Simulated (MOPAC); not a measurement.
MOPAC input (AM1):

```
AM1 1SCF GEO-OK AUX(PRECISION=9) THREADS=1
C2H5N

C    -0.02656740 1   -0.39643901 1    0.74037214 1
N    -0.04025319 1    0.87186173 1    0.00009760 1
C    -0.04739019 1   -0.39723479 1   -0.73890413 1
H     0.88684478 1    1.28341918 1   -0.01317394 1
H    -0.93332050 1   -0.60983971 1    1.29271705 1
H    -0.96932769 1   -0.61121579 1   -1.26527787 1
H     0.88822522 1   -0.70100522 1    1.23593203 1
H     0.85309603 1   -0.70234775 1   -1.25968851 1
```

Output:

```
 *******************************************************************************
 **                                                                           **
 **                              MOPAC v23.2.5                                **
 **                                                                           **
 *******************************************************************************
 ** MOPAC's Digital Object Identifier: https://doi.org/10.5281/zenodo.6511958 **
 **                                                                           **
 ** Please cite the open-source release paper for use of this MOPAC version:  **
 ** J. E. Moussa and J. J. P. Stewart (2026)                                  **
 ** MOPAC: An open-source semiempirical molecular orbital program             **
 ** J. Open Source Softw., 11(119), 8025, https://doi.org/10.21105/joss.08025 **
 *******************************************************************************

                              AM1 CALCULATION RESULTS

 *******************************************************************************
 *  AM1        - The AM1 Hamiltonian to be used
 *  GEO-OK     - OVERRIDE INTERATOMIC DISTANCE AND OTHER SAFETY CHECKS
 *  1SCF       - DO 1 SCF AND THEN STOP
 *  AUX        - OUTPUT AUXILIARY INFORMATION
 *******************************************************************************
AM1 1SCF GEO-OK AUX(PRECISION=9) THREADS=1
 C2H5N

   ATOM   CHEMICAL          X               Y               Z
  NUMBER   SYMBOL      (ANGSTROMS)     (ANGSTROMS)     (ANGSTROMS)

     1       C         -0.02656740  *  -0.39643901  *   0.74037214  *
     2       N         -0.04025319  *   0.87186173  *   0.00009760  *
     3       C         -0.04739019  *  -0.39723479  *  -0.73890413  *
     4       H          0.88684478  *   1.28341918  *  -0.01317394  *
     5       H         -0.93332050  *  -0.60983971  *   1.29271705  *
     6       H         -0.96932769  *  -0.61121579  *  -1.26527787  *
     7       H          0.88822522  *  -0.70100522  *   1.23593203  *
     8       H          0.85309603  *  -0.70234775  *  -1.25968851  *

          CARTESIAN COORDINATES

    NO.       ATOM           X           Y           Z

     1         C         -0.0266     -0.3964      0.7404
     2         N         -0.0403      0.8719      0.0001
     3         C         -0.0474     -0.3972     -0.7389
     4         H          0.8868      1.2834     -0.0132
     5         H         -0.9333     -0.6098      1.2927
     6         H         -0.9693     -0.6112     -1.2653
     7         H          0.8882     -0.7010      1.2359
     8         H          0.8531     -0.7023     -1.2597

  H: (AM1): M.J.S. DEWAR ET AL, J. AM. CHEM. SOC. 107 3902-3909 (1985)
  C: (AM1): M.J.S. DEWAR ET AL, J. AM. CHEM. SOC. 107 3902-3909 (1985)
  N: (AM1): M.J.S. DEWAR ET AL, J. AM. CHEM. SOC. 107 3902-3909 (1985)

           Empirical Formula: C2 H5 N  =     8 atoms

      MOLECULAR POINT GROUP   :   Cs

      RHF CALCULATION, NO. OF DOUBLY OCCUPIED LEVELS = 9

 -------------------------------------------------------------------------------
 AM1 1SCF GEO-OK AUX(PRECISION=9) THREADS=1
 C2H5N

     1SCF WAS SPECIFIED, SO BFGS WAS NOT USED
     SCF FIELD WAS ACHIEVED

                              AM1 CALCULATION
                                                       MOPAC v23.2.5 Linux

          FINAL HEAT OF FORMATION =         35.34686 KCAL/MOL =     147.89126 KJ/MOL

          COSMO AREA              =         83.49 SQUARE ANGSTROMS
          COSMO VOLUME            =         65.77 CUBIC ANGSTROMS

          IONIZATION POTENTIAL    =         10.588209 EV
          HOMO LUMO ENERGIES (EV) =        -10.588  3.053
          NO. OF FILLED LEVELS    =          9
          MOLECULAR WEIGHT        =         43.0682         POINT GROUP:  Cs

          MOLECULAR DIMENSIONS (Angstroms)

            Atom       Atom       Distance
            H     7    H     6     3.11683
            H     5    H     8     2.95844
            H     4    H     5     1.98343

          SCF CALCULATIONS        =          1

   ATOM   CHEMICAL          X               Y               Z
  NUMBER   SYMBOL      (ANGSTROMS)     (ANGSTROMS)     (ANGSTROMS)

     1       C         -0.02656740  *  -0.39643901  *   0.74037214  *
     2       N         -0.04025319  *   0.87186173  *   0.00009760  *
     3       C         -0.04739019  *  -0.39723479  *  -0.73890413  *
     4       H          0.88684478  *   1.28341918  *  -0.01317394  *
     5       H         -0.93332050  *  -0.60983971  *   1.29271705  *
     6       H         -0.96932769  *  -0.61121579  *  -1.26527787  *
     7       H          0.88822522  *  -0.70100522  *   1.23593203  *
     8       H          0.85309603  *  -0.70234775  *  -1.25968851  *

                             CARTESIAN COORDINATES

   1    C       -0.026567400    -0.396439010     0.740372140
   2    N       -0.040253190     0.871861730     0.000097600
   3    C       -0.047390190    -0.397234790    -0.738904130
   4    H        0.886844780     1.283419180    -0.013173940
   5    H       -0.933320500    -0.609839710     1.292717050
   6    H       -0.969327690    -0.611215790    -1.265277870
   7    H        0.888225220    -0.701005220     1.235932030
   8    H        0.853096030    -0.702347750    -1.259688510

           Empirical Formula: C2 H5 N  =     8 atoms

      MOLECULAR POINT GROUP   :   Cs

                  EIGENVALUES
 -39.70639 -25.42486 -23.77857 -18.03675 -15.92097 -13.15842 -12.74436 -12.45037
 -10.58821   3.05320   3.27215   3.78210   3.88340   4.40532   4.78177   4.91367
   5.67510

              NET ATOMIC CHARGES AND DIPOLE CONTRIBUTIONS

  ATOM NO.   TYPE          CHARGE      No. of ELECS.   s-Pop       p-Pop
    1          C          -0.195185        4.1952     1.22697     2.96821
    2          N          -0.207103        5.2071     1.71914     3.48796
    3          C          -0.195185        4.1952     1.22697     2.96821
    4          H           0.130863        0.8691     0.86914
    5          H           0.131156        0.8688     0.86884
    6          H           0.131156        0.8688     0.86884
    7          H           0.102149        0.8979     0.89785
    8          H           0.102149        0.8979     0.89785
 DIPOLE           X         Y         Z       TOTAL
 POINT-CHG.     0.323    -0.774    -0.004     0.839
 HYBRID         1.017    -0.422    -0.014     1.101
 SUM            1.339    -1.196    -0.018     1.796

          ATOMIC ORBITAL ELECTRON POPULATIONS

     Atom    s        px        py        pz
    1  C   1.22697   1.04073   0.98881   0.93868
    2  N   1.71914   1.32045   1.04154   1.12597
    3  C   1.22697   1.04136   0.98867   0.93818
    4  H   0.86914
    5  H   0.86884
    6  H   0.86884
    7  H   0.89785
    8  H   0.89785

 **********************
 *                    *
 * JOB ENDED NORMALLY *
 *                    *
 **********************

 == MOPAC DONE ==
```

The geometry given is a B3LYP-D3(BJ)/def2-TZVP minimum.
